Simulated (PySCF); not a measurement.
# C4H9FN: g tensor and hyperfine couplings

Compound: C4H9FN (doublet state).
Geometry (GFN2-xTB, Å), atoms numbered from 1 in this order:
```xyz
15
C4H9FN angstrom
C     -2.1968    0.6317    0.1254
N     -0.9734    0.2482    0.6947
C     -0.2765   -0.8142    0.0958
C      1.2282   -0.6867    0.3465
C      1.7656    0.5567   -0.3459
F      3.1201    0.6710   -0.1449
H     -2.3937    0.2145   -0.8734
H     -3.0134    0.3320    0.7972
H     -2.2347    1.7254    0.0863
H     -0.6133   -1.7561    0.5646
H     -0.4840   -0.9151   -0.9864
H      1.4079   -0.6010    1.4180
H      1.7469   -1.5695   -0.0307
H      1.2991    1.4574    0.0641
H      1.6136    0.5136   -1.4304
```

The hyperfine couplings belong to this conformer and change with its torsions.

Identity: `C(CCF)[N]C` [radical].

The calculation used PySCF, UKS B3LYP, pcH-1 on C F H N, non-relativistic, mean-field spin-orbit, GIAO. One conformer (not necessarily the lowest) at the GFN2-xTB geometry, without solvent, vibrations or thermal averaging. A GFN2-xTB geometry isn't a minimum of the functional, and hyperfine couplings can be far from their values at a DFT geometry. The SCF solution wasn't tested for stability.

| Quantity | Value |
| --- | --- |
| g1, g2, g3 | 2.00215, 2.00407, 2.00723 |
| g_iso | 2.00448 |
| Form of g | rhombic: the two nearest values differ by 38 % of g3 − g1 |
| ⟨S²⟩ | 0.7539 (exact 0.7500) |
| HOMO–LUMO gap, α and β orbitals | 7.81, 4.53 eV |

Isotropic coupling and dipolar principal values T1 to T3, in G (MHz turned into gauss with g_iso; 10 G = 1 mT):

```csv
atom,isotope,a_iso,T1,T2,T3,Mulliken spin population
C1,13C,-12.6,-1.5,0.0,1.5,-0.07
N2,14N,12.5,-15.1,-15.0,30.1,0.89
C3,13C,-12.5,-1.3,-0.2,1.5,-0.07
C4,13C,5.0,-1.0,-0.7,1.8,0.02
C5,13C,-0.8,-0.5,0.1,0.4,0.01
F6,19F,0.5,-1.6,-1.1,2.7,0.00
H7,1H,2.2,-1.7,-1.6,3.3,0.00
H8,1H,58.7,-2.4,-1.3,3.7,0.07
H9,1H,36.1,-2.2,-1.7,3.9,0.04
H10,1H,68.2,-2.4,-1.2,3.6,0.09
H11,1H,15.6,-1.8,-1.6,3.5,0.02
H12,1H,-0.8,-1.2,-1.1,2.3,0.00
H13,1H,-0.9,-0.9,-0.6,1.5,0.00
H14,1H,1.5,-1.7,-1.1,2.8,0.00
H15,1H,0.2,-0.7,-0.6,1.3,0.00
```

The Mulliken spin populations are largest on N2 (+0.89), H10 (+0.09), H8 (+0.07) and C3 (-0.07). No atom but N2 exceeds +0.15. The positive populations add up to 1.14 and the negative ones to -0.14, together 2S = 1.

Under fast tumbling the dipolar parts average out, and these isotropic splittings remain: 2 × 1H (H10/H11, I = 1/2, 3 lines) with 4.19 mT, 3 × 1H (H7/H8/H9, I = 1/2, 4 lines) with 3.24 mT, 1 × 14N (N2, I = 1, 3 lines) with 1.25 mT, 2 × 1H (H14/H15, I = 1/2, 3 lines) with 0.09 mT, 2 × 1H (H12/H13, I = 1/2, 3 lines) with 0.08 mT and 1 × 19F (F6, I = 1/2, 2 lines) with 0.05 mT.

Nuclei that the bonding pattern makes equivalent are averaged, as if the motion that swaps them (rotation, inversion, ring flip) were fast. The three 1H nuclei of mean +90.8 MHz run from 6.1 to 164.8 MHz in the frozen geometry. The 1H value of +117.6 MHz is a mean of couplings from 43.7 to 191.4 MHz in this one geometry, not an average over conformers.

The 13C coupling of C1 (-35.3 MHz) shows only in satellite lines or after enrichment, since that isotope makes up about 1.07 % of natural carbon.

The spin density at the nucleus, in bohr⁻³, is negative for C1 (-0.0314), C3 (-0.0312) and C5 (-0.0019), for instance. A restricted open-shell determinant has no negative spin density anywhere; here it arises because α and β orbitals differ (spin polarisation).

On one thread of an Arm Neoverse V2, on a shared host, this took 37 s of wall time (grids of density and orbitals included) and 0.86 GiB of memory at its peak.
